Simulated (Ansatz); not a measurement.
Ideal-gas functions of C2H4N2O, SMILES `N=C1OC1N` at 400 K and 1 bar, from an Ansatz frequency run at PBE0-D4/def2-TZVP.

Molar mass 72.07 g/mol, point group C1 (symmetry number 1), electronic degeneracy 1, moments of inertia 43.014, 117.243, 144.401 u Å². Harmonic wavenumbers (cm⁻¹, unscaled): 193, 290, 441, 504, 520, 590, 668, 861, 932, 1023, 1103, 1207, 1283, 1328, 1455, 1662, 1932, 3210, 3497, 3592, 3698.

Use S(trans) = R[1.5 ln M + 2.5 ln T − 1.1517]; rotational temperatures θ = 24.2544 K / I; S(rot) = R[ln(√π/σ · √(T³/θAθBθC)) + 1.5]; for each mode x = 1.438777 ν̃/T, S = R[x/(eˣ − 1) − ln(1 − e⁻ˣ)] and H = RT x/(eˣ − 1); 1 cm⁻¹ = 0.0119627 kJ/mol; R = 8.31446 J/(mol·K).

Problem. By hand: the entropy, in J/(mol·K).

Solution. Translation 168.3. Rotation: θ = 0.5639, 0.2069, 0.168 K, giving 108.3. Vibration, mode by mode: 11.51, 8.33, 5.30, 4.42, 4.22, 3.46, 2.78, 1.60, 1.31, 1.00, 0.80, 0.59, 0.47, 0.41, 0.28, 0.15, 0.06, 0.00, 0.00, 0.00, 0.00, in all 46.7. Electronic 0.0. Sum 323.3 J/(mol·K).

Problem. By hand: H − E and G − E in kJ/mol, counted from the electronic energy.

Solution. Zero-point energy ½ × 29989 × 0.0119627 = 179.4; thermal vibration 11.7; translation, rotation and pV give 4 RT = 13.3. H − E = 204.4 kJ/mol, and G − E = 204.4 − 400 × 323.3/1000 = 75.1 kJ/mol.

Vibration gives 14 % of the entropy. The sum counts one conformer and one mirror image; others add a mixing term.
